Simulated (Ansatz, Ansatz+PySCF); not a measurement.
```xyz
3

C     0.0000    0.0000   -0.1940
H     0.0000    0.9308    0.5820
H     0.0000   -0.9308    0.5820
```

RHF on singlet CH₂ was run in several spherical basis sets with Ansatz (development build ahead of 0.2.0). Caution: another spin multiplicity may lie lower. Caution for RHF: an unrestricted determinant lies well below; in another basis set an unrestricted determinant lies well below.

Problem. Rank the basis sets by the total energy that they give, lowest first, with the distance from the lowest.
A. cc-pVDZ
B. cc-pVTZ
C. 6-31G(d)
D. def2-SVP
E. def2-TZVP

Solution. E (0.00 eV), B (0.01 eV), A (0.27 eV), C (0.57 eV), D (1.28 eV).

Totals follow the description of the cores as much as that of the bonds, so this order isn't one of quality for chemistry.
